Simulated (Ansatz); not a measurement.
Molecule (SMILES): [SiH4] (SiH4).
Atoms: Si1, H2, H3, H4, H5. Bonds: Si1-H2, Si1-H3, Si1-H4, Si1-H5.

Basis-set convergence of the highest harmonic wavenumber at PBE with Ansatz (a first-principles code). Each level at its own minimum, finite differences of forces, unscaled; the reference is a large set that could be run, not a limit. Cartesian d functions, on some or all atoms, in 6-31G*, 6-31+G*, 6-311G**, 6-311+G**; all else is spherical. The program fits the integrals of some runs and decomposes those of others, by size. Core-valence sets carry the plain set on hydrogen. No added dispersion term, no relativity. Reference: the value in aug-pcseg-2, 2185 cm⁻¹, itself unsure by roughly 2 cm⁻¹ (its mean distance from aug-cc-pV(T+d)Z, def2-TZVPPD). Deviations are taken from unrounded values.

```json
[
 {"basis": "3-21G", "functions": "21", "highest harmonic wavenumber (cm⁻¹)": "2164", "minus reference (cm⁻¹)": "-20"},
 {"basis": "6-31G", "functions": "21", "highest harmonic wavenumber (cm⁻¹)": "2153", "minus reference (cm⁻¹)": "-32"},
 {"basis": "pcseg-0", "functions": "21", "highest harmonic wavenumber (cm⁻¹)": "2113", "minus reference (cm⁻¹)": "-71"},
 {"basis": "def2-SV(P)", "functions": "26", "highest harmonic wavenumber (cm⁻¹)": "2206", "minus reference (cm⁻¹)": "22"},
 {"basis": "6-31G*", "functions": "27", "highest harmonic wavenumber (cm⁻¹)": "2211", "minus reference (cm⁻¹)": "26"},
 {"basis": "6-31+G*", "functions": "31", "highest harmonic wavenumber (cm⁻¹)": "2212", "minus reference (cm⁻¹)": "28"},
 {"basis": "pcseg-1", "functions": "38", "highest harmonic wavenumber (cm⁻¹)": "2195", "minus reference (cm⁻¹)": "11"},
 {"basis": "cc-pV(D+d)Z", "functions": "43", "highest harmonic wavenumber (cm⁻¹)": "2175", "minus reference (cm⁻¹)": "-10"},
 {"basis": "6-311G**", "functions": "51", "highest harmonic wavenumber (cm⁻¹)": "2189", "minus reference (cm⁻¹)": "4"},
 {"basis": "6-311+G**", "functions": "55", "highest harmonic wavenumber (cm⁻¹)": "2188", "minus reference (cm⁻¹)": "3"},
 {"basis": "def2-TZVP", "functions": "61", "highest harmonic wavenumber (cm⁻¹)": "2188", "minus reference (cm⁻¹)": "3"},
 {"basis": "aug-pcseg-1", "functions": "63", "highest harmonic wavenumber (cm⁻¹)": "2187", "minus reference (cm⁻¹)": "2"},
 {"basis": "aug-cc-pV(D+d)Z", "functions": "68", "highest harmonic wavenumber (cm⁻¹)": "2175", "minus reference (cm⁻¹)": "-9"},
 {"basis": "def2-TZVPP", "functions": "98", "highest harmonic wavenumber (cm⁻¹)": "2185", "minus reference (cm⁻¹)": "0"},
 {"basis": "cc-pCVTZ", "functions": "115", "highest harmonic wavenumber (cm⁻¹)": "2180", "minus reference (cm⁻¹)": "-4"},
 {"basis": "def2-TZVPPD", "functions": "116", "highest harmonic wavenumber (cm⁻¹)": "2184", "minus reference (cm⁻¹)": "-1"},
 {"basis": "aug-pcseg-2", "functions": "142", "highest harmonic wavenumber (cm⁻¹)": "2185", "minus reference (cm⁻¹)": "0"},
 {"basis": "aug-cc-pV(T+d)Z", "functions": "147", "highest harmonic wavenumber (cm⁻¹)": "2180", "minus reference (cm⁻¹)": "-4"}
]
```
